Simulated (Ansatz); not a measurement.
**H₂Cl (doublet): the correlation ladder at distance H1–H2 along a hydrogen transfer = 0.926 Å, cc-pVDZ**

Aim: climb from Hartree-Fock through coupled cluster and multireference methods for H₂Cl (doublet) at one geometry and basis, and see what each rung misses.

The runs use Ansatz 0.2.0, Gaussian basis; cc-pVDZ, core rule «outside noble gas», up to 5 orbitals frozen.

Plan: UHF; CCSD(T) on ROHF; CCSD(T) on UHF; BCCD(T) on ROHF; CISD; CCSDT(Q) on ROHF; CCSDT(Q) on UHF; CCSDTQ on ROHF; CCSDTQ on UHF; CASSCF and MRCISD+Q, 3 electrons in 3 orbitals; CASSCF and NEVPT2, 3 electrons in 3 orbitals; CASSCF and MRCISD+Q, 9 electrons in 6 orbitals; CASSCF and NEVPT2, 9 electrons in 6 orbitals.

### Step 1. What is computed

The geometry derives from fragments relaxed apart (PBE0/def2-TZVP) and kept rigid, so it is no stationary point. A hydrogen atom is moved between rigid fragments.

3 atoms, charge 0, spin multiplicity 2.

Atoms are counted from 1 here; the program's logs count them from 0.

Bond lengths: H2–Cl3 1.485 Å.

### Step 2. UHF

in.yaml reads:

```yaml
crystal:
  periodic: [false, false, false]
  atoms:
    - {symbol: H, position_ang: [0.000000, 0.000000, -1.112333]}
    - {symbol: H, position_ang: [0.000000, 0.000000, -0.186333]}
    - {symbol: Cl, position_ang: [0.000000, 0.000000, 1.298667]}
basis:
  gaussian: {orbitals: cc-pVDZ}
magnetization: {spin_polarized: true, initial_magnetization: 1}
hamiltonian: {xc: hf}
output: {orbitals: {seedname: orbitals}}
```

The run is started by

```
$ ansatz run in.yaml --threads 1 --pin off --events-out ev --progress --plain --max-ram 5632MiB --backend cpu
```

After this run come: CCSD(T) on ROHF; CCSD(T) on UHF; BCCD(T) on ROHF; CISD; CCSDT(Q) on ROHF; CCSDT(Q) on UHF; CCSDTQ on ROHF; CCSDTQ on UHF; CASSCF and MRCISD+Q, 3 electrons in 3 orbitals; CASSCF and NEVPT2, 3 electrons in 3 orbitals; CASSCF and MRCISD+Q, 9 electrons in 6 orbitals; CASSCF and NEVPT2, 9 electrons in 6 orbitals.

Q: Predict the results of all the runs planned. Wanted: UCCSDTQ below the RHF energy; RMP2 from UCCSDTQ; UMP2 from UCCSDTQ; RCCSD from UCCSDTQ; RCCSD(T) from UCCSDTQ; UCCSD(T) from UCCSDTQ; RCCSDT(Q) from UCCSDTQ; UCCSDT(Q) from UCCSDTQ; NEVPT2 pair from UCCSDTQ.

**Answer**, as computed:

| quantity | value |
| --- | --- |
| UCCSDTQ below the RHF energy | -5.1486 eV |
| RMP2 from UCCSDTQ | +638.4 meV |
| UMP2 from UCCSDTQ | +705.2 meV |
| RCCSD from UCCSDTQ | +101.1 meV |
| RCCSD(T) from UCCSDTQ | +18.1 meV |
| UCCSD(T) from UCCSDTQ | +18.3 meV |
| RCCSDT(Q) from UCCSDTQ | +0.5 meV |
| UCCSDT(Q) from UCCSDTQ | +0.4 meV |
| NEVPT2 pair from UCCSDTQ | +572.0 meV |
| MRCISD+Q pair from UCCSDTQ | +2.3 meV |
| NEVPT2 valence from UCCSDTQ | +954.2 meV |
| levels within 1 kcal/mol (43 meV) | RCCSD(T), UCCSD(T), BCCD(T), RCCSDT, UCCSDT, RCCSDT(Q), UCCSDT(Q), RCCSDTQ, MRCISD+Q pair, MRCISD+Q valence |
| T1 diagnostic | 0.022 |
| effectively unpaired electrons | 1.01 |

**Reading.** RCCSD(T) misses by +18.1 meV, 0.4 % of the correlation energy. One determinant dominates. Of the multireference levels listed MRCISD+Q pair comes nearest in total energy (+2.3 meV), which doesn't show that its space is the better one. These misses are within one basis, not against nature; the frozen cores of restricted and unrestricted runs differ, which can shift their rows.
